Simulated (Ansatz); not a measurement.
Reaction (isomerisation): `C=C(C)C=O` → `C#CCOC`

Computed with Ansatz on PBE0-D4/def2-TZVP structures; ΔE is electronic, products minus reactants. CCSD(T)/CBS adds triple-zeta CCSD(T) − MP2 to the extrapolated MP2 energy (def2 sets, frozen cores). Functionals use def2-TZVPP. B3LYP here is the variant with VWN-RPA as its local correlation; programs differ in this. Each species was taken in one conformer, which may not be the lowest.

| level | ΔE (kJ/mol) |
| --- | --- |
| B3LYP-D4 | 187.6 |
| BHLYP-D4 | 184.2 |

**Question.** What does CCSD(T)/CBS give? (An estimate is asked.)

**Answer.** Ansatz gave: +177.3 kJ/mol. The listed levels differ from it by 10.3, 6.9 kJ/mol.

Largest T1 diagnostic among the species: 0.014.

From BLYP to BHLYP (50 % exact exchange), in def2-TZVPP and without D4, ΔE moves by −3.6 kJ/mol. At CCSD(T), def2-SVP lies +18.0 kJ/mol from the extrapolated value and def2-TZVPP +2.4 kJ/mol.
